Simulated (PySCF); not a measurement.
Start geometry of phosphabenzene (`C1=CC=PC=C1`) from GFN2-xTB (Å):
```
atom  x, y, z in Å
C1    -0.020    1.118   -0.055
C2    -1.237    0.429   -0.025
C3    -1.314   -0.944    0.034
P4     0.107   -2.006    0.090
C5     1.357   -0.853    0.029
C6     1.194    0.526   -0.030
H7    -0.070    2.220   -0.113
H8    -2.145    0.996   -0.054
H9    -2.272   -1.407    0.086
H10    2.364   -1.247    0.071
H11    2.075    1.141   -0.049
```

What comes out of this run: PBE0-D3(BJ)/def2-SVP geometry optimisation, gas phase in PySCF?

```
atom  x, y, z in Å
C1    -0.1661    1.1584   -0.0391
C2    -1.3691    0.4526    0.0046
C3    -1.4368   -0.9357    0.0694
P4    -0.0702   -2.0087    0.1065
C5     1.2288   -0.8558    0.0429
C6     1.0781    0.5256   -0.0205
H7    -0.1988    2.2495   -0.0896
H8    -2.3037    1.0227   -0.0132
H9    -2.4280   -1.4015    0.1001
H10    2.2463   -1.2620    0.0532
H11    1.9764    1.1507   -0.0574
```

The energy falls by 0.125 eV over 6 energy and gradient evaluations, the largest force component goes from 0.0342 to 3.6e-04 Eh/bohr, and the atoms move by 0.026 Å rms after alignment. The bond that changes most is C1–C6 (both ends aromatic CH carbon), which lengthens by 0.045 Å. Bonds longer at the end by more than 0.005 Å: 7 of 11; shorter: 2. Rotational constants go from 5147, 3561, 2105 to 5110, 3496, 2076 MHz. The orientation of the end geometry is arbitrary; only internal coordinates are fixed.

The run used 113 basis functions and 41 SCF cycles in all. On an Arm Neoverse V1 with one thread, no GPU, shared host, this took 26 s wall and 0.47 GiB of memory at its peak.

No PBE0-D3(BJ)/def2-SVP frequencies stand behind this structure, so it isn't proved a minimum.
